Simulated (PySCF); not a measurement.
An unknown is described by computed data only.

Formula: C2HAl; singlet state.

- Dipole: 0.80 D [B97-2/pcSseg-2]
- NMR, other nuclei: isotropic shieldings of nuclei other than C and H, by class: 348 (1 Al) ppm [GIAO B97-2/pcSseg-2]
- 1H NMR: chemical shifts (computed TMS as zero) by class: 0.89 (1 H) ppm [GIAO B97-2/pcSseg-2]
- 13C NMR: chemical shifts (computed TMS as zero) by class: 116.7 (1 C), 73.1 (1 C) ppm [GIAO B97-2/pcSseg-2]
- Rotational structure: rotational constant B (linear): 4.944 GHz [PBE0-D3(BJ)/def2-TZVP]

Electronic properties: PySCF, gas phase, density fitting. Levels stand in brackets. Isolated species at its PBE0-D3(BJ)/def2-TZVP geometry, gas phase. Each NMR value is the plain mean over a class of atoms that symmetry, rotation or inversion makes alike.

Task: What is the compound? Reason from the data.

Result: Numbering: `[CH:1]#[C:2][Al:3]`. 2 carbons fall into 2 classes; from least to most shielded: alkyne carbon [C2] (116.7 ppm), terminal alkyne carbon [C1] (73.1 ppm). The one hydrogen (0.89 ppm): alkyne hydrogen. The other shieldings belong to: 348 ppm, aluminium bonded to C [Al3]. The optimised geometry has point group C∞v and is a linear rotor. Structure: ethynylaluminium (`C#[C][Al]`) [singlet]. The assignments are read from this structure; whether some other isomer fits the data as well wasn't checked.
